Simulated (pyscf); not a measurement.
Four-centre exchange: Cl–Ge(Cl)(Cl)–Cl + water (H₂O) → hydrogen chloride (HCl) + HO–Ge(Cl)(Cl)–Cl

Gas phase, singlet surface, charge 0. Bonds broken: Cl1–Ge2, O6–H7. Bonds formed: Cl1–H7, Ge2–O6. Structures and frequencies: ωB97X-D3(BJ)/def2-SVP in PySCF.

Transition state (Å):

```xyz
8

Cl    -2.3161     0.3156     1.0881
Ge    -0.1191     0.1280    -0.3187
Cl     0.2159     2.1725     0.1289
Cl    -1.2790    -0.3897    -2.0057
Cl     1.8722    -0.4916    -0.8932
O     -0.1727    -1.1031     1.0961
H     -1.1772    -0.6760     1.5321
H      0.6544    -1.3024     1.5636
```

One imaginary mode, 777i cm⁻¹; descent along it reached the two sides named, in the forms told below.

| bond | change | reactant side (Å) | saddle | product side |
|---|---|---|---|---|
| Cl1–Ge2 | breaks | 2.132 | 2.6 | 3.7 |
| O6–H7 | breaks | 0.966 | 1.175 | 1.941 |
| Cl1–H7 | forms | 2.7 | 1.574 | 1.293 |
| Ge2–O6 | forms | 2.8 | 1.876 | 1.763 |

Electronic energies relative to the separated reactants (kcal/mol):

```json
[
 {"level": "ωB97X-D3(BJ)/def2-TZVP", "barrier": "22.9", "reaction energy": "+8.0", "reverse barrier": "14.9"},
 {"level": "PBE/def2-TZVP", "barrier": "19.3", "reaction energy": "+6.6", "reverse barrier": "12.7"},
 {"level": "r²SCAN/def2-TZVP", "barrier": "19.1", "reaction energy": "+5.8", "reverse barrier": "13.3"},
 {"level": "B3LYP-D3(BJ)/def2-TZVP", "barrier": "22.0", "reaction energy": "+6.8", "reverse barrier": "15.1"},
 {"level": "PBE0-D3(BJ)/def2-TZVP", "barrier": "20.5", "reaction energy": "+7.4", "reverse barrier": "13.1"},
 {"level": "M06-2X/def2-TZVP", "barrier": "20.2", "reaction energy": "+5.2", "reverse barrier": "15.0"},
 {"level": "ωB97M-D3(BJ)/def2-TZVP", "barrier": "22.8", "reaction energy": "+6.1", "reverse barrier": "16.7"},
 {"level": "HF/def2-TZVP", "barrier": "39.3", "reaction energy": "+4.9", "reverse barrier": "34.5"}
]
```

With ωB97M-D3(BJ)/def2-TZVP energies and thermal terms (ideal gas, 1 atm, RRHO with modes under 100 cm⁻¹ raised to 100, one conformer, R ln 2 for chiral ones without a mode under 150 cm⁻¹), in kcal/mol:

| T (K) | ΔH‡ | ΔG‡ | ΔH | ΔG |
|---|---|---|---|---|
| 298 | 20.6 | 30.4 | +4.5 | +3.1 |
| 600 | 20.9 | 40.3 | +4.9 | +1.5 |
| 900 | 21.6 | 49.9 | +5.3 | -0.3 |
| 1200 | 22.5 | 59.1 | +5.8 | -2.3 |

On the product side the descent ends in a complex, 4.1 kcal/mol under the separated species and 19.1 kcal/mol under the saddle at ωB97X-D3(BJ)/def2-TZVP. This is the saddle that the search found; another between the same sides may lie lower. Elements up to Kr have no core potential and no relativistic terms here.
